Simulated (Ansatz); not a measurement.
Frontier orbitals of CHClFN (`N=C(F)Cl`).

Cartesian coordinates in Å:
```
N 0.223 -0.667 0.770
C 0.062 0.313 0.032
F 0.411 1.521 0.413
Cl -0.606 0.366 -1.562
H -0.091 -1.532 0.346
```

The species carries charge 0 and has multiplicity 1. The structure was optimised at the PBE0-D4/def2-TZVP level. It is one conformer, not always the lowest. Basis def2-TZVPP, Ansatz 0.2.0.

| functional | HOMO (eV) | LUMO (eV) | gap (eV) |
| --- | --- | --- | --- |
| LDA (SPW92) | -7.60 | -1.82 | 5.78 |
| PBE | -7.46 | -1.54 | 5.92 |
| BLYP | -7.34 | -1.42 | 5.92 |
| r2SCAN | -7.84 | -1.32 | 6.52 |
| PBE0 | -9.04 | -0.44 | 8.60 |
| B3LYP | -8.77 | -0.72 | 8.05 |
| r2SCANh | -8.42 | -0.92 | 7.50 |
| r2SCAN0 | -9.30 | -0.31 | 8.99 |
| CAM-B3LYP | -10.49 | 0.77 | 11.26 |
| LC-ωPBE | -11.88 | 2.02 | 13.90 |
| ωB97M-V | -11.38 | 1.93 | 13.31 |
| HF | -12.34 | 3.94 | 16.28 |

(1) What is the vertical ionisation energy at frozen-core CCSD(T)/CBS(def2)? (Estimate.)

Results:

(1) Ansatz gave: 11.82 eV (T1 of the cation 0.032).

Against PBE, PBE0 changes HOMO and LUMO by −1.58 and +1.10 eV, ωB97M-V by −3.93 and +3.47 eV. A gap of 5.92 eV thus becomes 13.31 eV for the same molecule, so an orbital gap means little without its functional. A positive LUMO is unbound and depends on the basis. −ε(HOMO) differs from that ionisation energy by −4.37 eV with PBE and −0.44 eV with ωB97M-V.

B3LYP here is the variant with VWN-RPA as its local correlation; programs differ in this. LC-ωPBE has ω = 0.4 bohr⁻¹.
